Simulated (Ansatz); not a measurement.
Basis-set extrapolation for 1,4-dioxane (PBE0-D4/def2-TZVP geometry, frozen core, the Gaussian-basis code of Ansatz). Multiplicity 1, RHF reference.

```tsv
	def2-TZVPP	def2-QZVPP
HF	-305.940024	-305.954239
MP2 correlation	-1.144679	-1.225664
CCSD(T) correlation	-1.232512	not run
```

Energies in hartree. Use E(X) = E(∞) + A·exp(−7.88·√X) for Hartree–Fock and E(X) = E(∞) + B·X^(−2.97) for correlation, with X = 3 and 4, and add CCSD(T) minus MP2 of the smaller set to the MP2 limit.

**Question.** What is the CCSD(T) energy at the basis-set limit?

**Answer.** HF limit: -305.954239 + (-0.014215) × 0.13774 = -305.95620. MP2 limit: -1.225664 + (-0.080985) × 0.74074 = -1.28565. Higher-order term: -1.232512 − (-1.144679) = -0.08783. Total: -307.32968 hartree, 412.6 kJ/mol below CCSD(T)/def2-TZVPP.
